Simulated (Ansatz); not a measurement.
# Structure relaxation of Ba₃Mg

Computed with Ansatz, DFT PBE, scalar-relativistic, plane waves, PAW. Cutoff 420 eV, Γ-centred k mesh, Gaussian smearing, no spin polarisation in the final step.

The start puts Ba₃Mg on the Cu3Au (L1_2) structure type (Pm-3m, No. 221), with Mg in place of Au, Ba in place of Cu, at a guessed volume.

```xyz
4
Lattice="5.0482 0.0000 0.0000 0.0000 5.0482 0.0000 0.0000 0.0000 5.0482" Properties=species:S:1:pos:R:3 pbc="T T T"
Ba    0.0000    2.5241    2.5241
Ba    2.5241    0.0000    2.5241
Ba    2.5241    2.5241    0.0000
Mg    0.0000    0.0000    0.0000
```

Cell and atoms relax at zero pressure; the relaxation can't lower the symmetry of the start. After a coarse first stage the cell is made exact in the group found at 0.06 Å.

Energies over the elements count from the elements' standard structures at the same level, with no empirical corrections.

Problem. Which crystal results?

Solution. It keeps Pm-3m (No. 221). The result has the Cu3Au (L1_2) structure. Conventional cell: a = 5.865 Å. Around Ba lie 4 Mg at 4.15 Å and 8 Ba at 4.15 Å; around Mg lie 12 Ba at 4.15 Å.

Space group Pm-3m (No. 221). a = 5.865 Å, b = 5.865 Å, c = 5.865 Å, α = 90.00°, β = 90.00°, γ = 90.00°
| atom | site | symmetry | x | y | z |
| --- | --- | --- | --- | --- | --- |
| Ba | 3c | 4/mm.m | 0.0000 | 0.5000 | 0.5000 |
| Mg | 1a | m-3m | 0.0000 | 0.0000 | 0.0000 |

Problem. What are its volume, energy, density and gap?

Solution. The volume per atom is 50.43 Å³ and the density is 3.59 g/cm³. The energy over the elements is 0.06 eV/atom and the gap on the 8×8×8 mesh is 0 eV (a metal).

The final run used a 8×8×8 mesh on its 4-atom cell and 0.10 eV smearing. The k mesh leaves about 4 meV/atom of noise in metals. Symmetry constrained the relaxation, so the result can be a saddle point.

Cost: 3 runs of about 0.97 core-minutes in all, on Arm Neoverse V2 (shared hosts).